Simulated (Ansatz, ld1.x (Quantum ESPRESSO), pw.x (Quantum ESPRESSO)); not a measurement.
# scandium (fcc): variants of one TM potential in the solid

- Element: scandium
- Generator: ld1.x (Quantum ESPRESSO) 7.5
- Type: norm-conserving Troullier–Martins (Kleinman–Bylander form)
- Functional: LDA (PW92)
- Relativity: scalar-relativistic
- Frozen core: [Ar]
- Valence charge: 3
- Reference configuration: 3d1 4s2 4p0
- Partial waves: 4p (bound, empty): rc 3.85 bohr; 3d (bound): rc 1.35 bohr; 4s (bound): rc 2.65 bohr
- Local potential: the s channel
- Core correction: a·sin(br)/r model core inside 0.85 bohr

Crystal test: fcc Sc in pw.x 7.5, no spin, 13³ k-points, Fermi–Dirac smearing 0.01 Ry, cutoffs set for each file from its atomic test. The reference is all-electron LAPW (Ansatz 0.2.0) with the same functional, mesh and smearing; V0 and B0 come from Birch–Murnaghan fits to the pressures at five volumes. Errors are pseudo minus all-electron; Δ is the rms difference of the E(V) curves that follow from these fits, minima aligned, over ±6 % about the mean V0. Mesh and smearing are coarse, so the numbers serve the comparison and aren't converged zero-temperature values; the lattice is a test structure that the element need not adopt.

All-electron: a0 = 4.485 Å (V0 = 22.56 Å³/atom), B0 = 56.8 GPa.

Base: The largest radius (3.85 bohr) exceeds half the bond length (3.00 bohr), so the spheres overlap, which is one possible source of error among others. This is a poor potential for the solid. Atomic configuration tests: 8 of 9 tests not solved or not reliable.

3 further variants are left out: they gave no file fit for a test, a broken result, the same result as the base, or pressures whose basis-set error rivals the error shown.

A dash in a converged row means that the minimum lies outside the volumes sampled.

| change | cutoffs (Ry) | pw.x | mean pressure error (GPa) |
| --- | --- | --- | --- |
| base | 120/480 | converged | +4.12 |
| all radii but the core radius scaled by about 1.41 (s 3.74, p 5.42, d 1.90 bohr) | 75/300 | converged | +3.81 |

(1) Give the row for: core correction a·sin(br)/r model core inside 1.10 bohr.

Answers

(1) pw.x: converged; mean pressure error (GPa): +4.12.
